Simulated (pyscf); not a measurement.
H₃C–N(CH₃)–SiH₃ (SMILES CN(C)[SiH3]) + H• (SMILES [H]) -> SiH₃• (SMILES [SiH3]) + H₃C–NH–CH₃ (SMILES CNC) (substitution at N; doublet surface; N–Si broken, H–N formed). PySCF, gas phase, ωB97X-D3(BJ)/def2-SVP geometries. Energies in kJ/mol from the separated reactants.

```tsv
level	barrier	reaction energy
ωB97X-D3(BJ)/def2-TZVP	75.2	-15.8
PBE/def2-TZVP	21.5	-42.8
B3LYP-D3(BJ)/def2-TZVP	___	-36.8
M06-2X/def2-TZVP	54.3	-26.7
ωB97M-D3(BJ)/def2-TZVP	63.0	-25.3
HF/def2-TZVP	___	___
```

Question: Some entries are withheld; supply them.

Answer: 
- B3LYP-D3(BJ)/def2-TZVP, barrier: 38.6
- HF/def2-TZVP, barrier: 152.2
- HF/def2-TZVP, reaction energy: -28.5

The functionals in the table span 53.7 kJ/mol in this barrier, from PBE to ωB97X-D3(BJ)/def2-TZVP. On the product side the descent ends in a complex, 33.1 kJ/mol under the separated species and 124.1 kJ/mol under the saddle at ωB97X-D3(BJ)/def2-TZVP. The same reactants have a lower exit, to H₃C–N(CH₃)–SiH₂• + H₂ (barrier +15.1 kJ/mol at ωB97M-D3(BJ)/def2-TZVP, against +63.0 kJ/mol here). H₃C–NH–CH₃ lies 32.8 kJ/mol over its isomer H₃C–CH₂–NH₂ (electronic energy, ωB97M-D3(BJ)/def2-TZVP). This is the saddle that the search found; another between the same sides may lie lower. The angle at the attacked N is 120°.
